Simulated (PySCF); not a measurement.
Two species compared at the same levels of theory.

First species: Dimethyl sulfone, C2H6O2S.
Bonds: C1–S2, S2–C3, S2–O4 (double), S2–O5 (double). Hydrogens: H6, H7, H8 on C1; H9, H10, H11 on C3.

Second species: Cyclobutyl chloride, C₄H₇Cl.
SMILES with atom numbers: `[Cl:1][CH:2]1[CH2:3][CH2:4][CH2:5]1` (hydrogens: H6 on C2; H7, H8 on C3; H9, H10 on C4; H11, H12 on C5)

Levels: wB97X-D/def2-SVPD for dipole moment, HOMO energy, LUMO energy, HOMO–LUMO gap, static isotropic polarisability and electronic spatial extent ⟨r²⟩ about the centre of nuclear charge; TDDFT wB97X-D/def2-SVPD for lowest singlet excitation; TDA wB97X-D/def2-SVPD for lowest triplet excitation (Tamm–Dancoff); GFN2-xTB for rotational constant A and rotational constant C. Geometries: GFN2-xTB. Each structure is a single optimised conformer of the isolated species, non-relativistic unless stated; the electronic structure was computed with PySCF and density fitting.

Values for the first species:

* Dipole moment: 4.87 D
* HOMO energy: -10.38 eV
* LUMO energy: 1.71 eV
* HOMO–LUMO gap: 12.09 eV
* Lowest singlet excitation: 7.93 eV
* Lowest triplet excitation (Tamm–Dancoff): 7.68 eV
* Static isotropic polarisability: 52.3 au
* Electronic spatial extent ⟨r²⟩ about the centre of nuclear charge: 458 bohr²
* Rotational constant A: 4.550 GHz
* Rotational constant C: 4.005 GHz

Problem. Estimate the same properties for the second species, and the change in each.

Solution. 
```
                                                         property      first     second  second less first
                                                    dipole moment     4.87 D     2.33 D            -2.54 D
                                                      HOMO energy  -10.38 eV  -10.05 eV           +0.33 eV
                                                      LUMO energy    1.71 eV    2.26 eV           +0.55 eV
                                                    HOMO–LUMO gap   12.09 eV   12.31 eV           +0.22 eV
                                        lowest singlet excitation    7.93 eV    7.40 eV           -0.53 eV
                         lowest triplet excitation (Tamm–Dancoff)    7.68 eV    6.81 eV           -0.87 eV
                                  static isotropic polarisability    52.3 au    59.3 au            +7.0 au
electronic spatial extent ⟨r²⟩ about the centre of nuclear charge  458 bohr²  562 bohr²         +104 bohr²
                                            rotational constant A  4.550 GHz  9.811 GHz         +5.261 GHz
                                            rotational constant C  4.005 GHz  2.272 GHz         -1.733 GHz
```

On the first: In wavenumbers S1 is 64000 cm⁻¹ (1 eV = 8065.54 cm⁻¹). S1 lies 4.16 eV below the HOMO–LUMO gap; its leading configuration is HOMO→LUMO, weight 0.73.

On the second: The principal polarisabilities are 51.4, 56.6 and 69.7 au; their mean is the isotropic value. S1 lies 4.91 eV below the HOMO–LUMO gap; its leading configuration is HOMO→LUMO, weight 0.55, beside HOMO→LUMO+1, weight 0.28.
